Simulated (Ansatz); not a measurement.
# Cl2 (charge +1): a composite energy at a relaxed geometry

With the Ansatz DFT code, driven from Python.

Notebook, run cell by cell (the value of a cell's last expression is shown):

In [1]:
```python
import itertools

import ansatz as az
from ase.data import atomic_numbers, covalent_radii
import numpy as np
```

In [2]:
```python
BASIS = "def2-SVP"
XC = "r2SCAN"
NET_CHARGE = 1
```

In [3]:
```python
molecule = (
    az.Crystal.molecule()
    .atom("Cl", [0.0, 0.0, 0.0])
    .atom("Cl", [0.0, 0.0, 2.04])
)
```

In [4]:
```python
calc = molecule.calculation()
calc = calc.basis(gaussian=BASIS)
calc = calc.functional(XC).charge(NET_CHARGE)
calc = calc.spin("collinear", total=1)
symbols = [site.symbol for site in molecule.cartesian_sites]
start = np.array([site.position_ang for site in molecule.cartesian_sites], dtype=float)
summary = calc.relax(force_tolerance=0.01).run(threads=1).report
end = np.array(summary["positions_ang"])
radius = [covalent_radii[atomic_numbers[s]] for s in symbols]
span = lambda where, i, j: np.linalg.norm(where[i] - where[j])
bonded = [(i, j) for i, j in itertools.combinations(range(len(symbols)), 2) if min(span(start, i, j), span(end, i, j)) < 1.2 * (radius[i] + radius[j])]
print("pair        before    after (A)")
for i, j in bonded:
    print(f"{symbols[i]}{i}-{symbols[j]}{j}".ljust(10), f"{span(start, i, j):8.4f} {span(end, i, j):8.4f}")
```
```text
pair        before    after (A)
Cl0-Cl1      2.0400   1.9441
```

In [5]:
```python
minimum = az.Crystal.molecule()
for symbol, place in zip(symbols, end):
    minimum = minimum.atom(symbol, place.tolist())
at_minimum = (
    minimum.calculation()
    .charge(NET_CHARGE)
    .spin("collinear", total=1)
)
level = lambda method, basis: at_minimum.basis(gaussian=basis).correlation(method).run(threads=1).report
small, large, cluster = level("mp2", "cc-pVDZ"), level("mp2", "cc-pVTZ"), level("ccsd_t", "cc-pVDZ")
corr = lambda each: (each["free_energy_ev"] - each["reference_energy_ev"]) / 27.211386246
mp2_limit = (27 * corr(large) - 8 * corr(small)) / 19
pieces = {"HF / cc-pVTZ": large["reference_energy_ev"] / 27.211386246, "MP2 correlation, DZ-TZ limit": mp2_limit, "CCSD(T) - MP2 / cc-pVDZ": corr(cluster) - corr(small)}
for name, value in pieces.items():
    print(f"{name:32s} {value:14.6f} Ha")
print(f"{'sum':32s} {sum(pieces.values()):14.6f} Ha")
print("T1 diagnostic", round(cluster["correlation"]["coupled_cluster"]["t1_diagnostic"], 4))
```
```text
RunWarning: these amplitudes may be one of several solutions (largest doubles amplitude 0.09, level shift 0.19 eV)
HF / cc-pVTZ                        -918.595430 Ha
MP2 correlation, DZ-TZ limit          -0.401911 Ha
CCSD(T) - MP2 / cc-pVDZ               -0.034270 Ha
sum                                 -919.031611 Ha
T1 diagnostic 0.0106
```

Notes:
- Total energies depend on the basis set; only differences at equal settings carry meaning.
- Warnings are shown shortened and without file and line.
- The sum leaves out core correlation, relativity, the Hartree-Fock basis error and zero-point energy; a DZ-TZ extrapolation is rough.
- The run takes the species as open-shell (spin multiplicity 2), which needn't be its ground state.
- Inner cores stay frozen, so this is valence correlation.
- For Al to Cl the sets with a tight d function, cc-pV(X+d)Z, are usual.
- The spin state was assumed, and another may lie lower.
- Finished in 14 s on 1 thread of Arm Neoverse V1, with other jobs on the host, peak memory 0.19 GiB.

(Lines on the test bed's own set-up are left out of the output.)
